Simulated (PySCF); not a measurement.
**N: ionisation energy**

N [He] 2s2 2p3 (4S) → N⁺ [He] 2s2 2p2 (3P), as a difference of total energies. Computed with PySCF 2.14 in aug-cc-pVDZ, with no relativity, point nucleus. Correlated levels: valence: 1s2 frozen. The calculations carry no spin-orbit coupling.

```
           method  ionisation energy (eV)  error (eV)
              UHF                  13.930      -0.615
           r2SCAN                  14.850      +0.305
             PBE0                  14.733      +0.188
    MP2 (valence)                  14.478      -0.067
SCS-MP2 (valence)                  14.260      -0.285
   CCSD (valence)                  14.346      -0.199
CCSD(T) (valence)                  14.357      -0.188
```

Reference: 14.545 eV (measured; NIST levels, between the centres of gravity of the two terms).

Errors of the correlated levels include the incompleteness of this basis and the frozen core.
